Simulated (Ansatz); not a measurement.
**HSN⁺, doublet in cc-pVDZ: errors against UCCSDTQ**

Geometry: that of the HSN, triplet, kept fixed.

| atom | x (Å) | y (Å) | z (Å) |
| --- | --- | --- | --- |
| N | 0.0000 | 0.0577 | 1.1447 |
| S | 0.0000 | -0.0648 | -0.4759 |
| H | 0.0000 | 1.2584 | -0.7673 |

Basis cc-pVDZ; Ansatz 0.2.0. Only valence electrons are correlated (noble-gas cores frozen), which leaves 11 electrons in 31 orbitals. Prefix R: restricted or restricted open-shell reference; prefix U: unrestricted. Active spaces: valence = (11e, 9o) chosen from the atoms' valence shells.

Full CI isn't at hand for all of this; UCCSDTQ serves as the reference, and is uncertain by the last step of the cluster series or more. The frozen core follows each run's orbitals, which can shift R against U totals by a few meV.

Unrestricted rows (U) aren't spin-pure: their determinants' ⟨S²⟩ exceeds S(S+1) by up to 0.67, so they mix in states of higher spin. For open shells CISD is restricted-active-space CI with the open shells as a complete middle space.

* UHF ⟨S²⟩: 1.422
* T1 diagnostic (RCCSD): 0.0431
* largest doubles amplitude (RCCSD): 0.183
* T1 diagnostic (UCCSD): 0.0779

```tsv
level	E − E(UCCSDTQ) (kJ/mol)	share of correlation (%)	wall time
RHF	844.3	0.00	–
UHF	755.0	10.57	–
RMP2	128.6	84.76	–
UMP2	184.8	78.11	–
CISD	119.0	85.91	1.4 s
RCCSD	46.8	94.46	–
UCCSD	45.0	94.67	–
RCCSD(T)	7.2	99.14	3.9 s
UCCSD(T)	13.0	98.46	4.1 s
BCCD(T)	8.2	99.03	3.1 s
RCCSDT	4.0	99.53	–
UCCSDT	3.8	99.55	–
RCCSDT(Q)	0.0	100.00	17 s
UCCSDT(Q)	-0.8	100.10	16 s
RCCSDTQ	0.1	99.99	67 s (H100)
CASSCF (valence space)	513.9	39.13	–
NEVPT2 (valence space)	100.4	88.10	2.5 s
MRCISD (valence space)	34.1	95.96	–
MRCISD+Q (valence space)	0.9	99.89	4 s
```

The correlation energy at UCCSDTQ, counted from RHF, is -8.750 eV. That run took 63 s on 2 threads of AMD EPYC 7R13 with a shared H100 80 GB, shared host.

Times hold each run's SCF and search for its determinant on a shared host, so for small cases they say little of a method's own cost; rows without a card ran on 1 thread of AMD EPYC 7R13. Some runs computed forces too.

Natural occupations of CASSCF (valence space) about the gap: 1.988 1.970 1.954 1.858 1.006 0.150 0.050 0.030; effectively unpaired electrons, Σ n²(2−n)², 1.17.
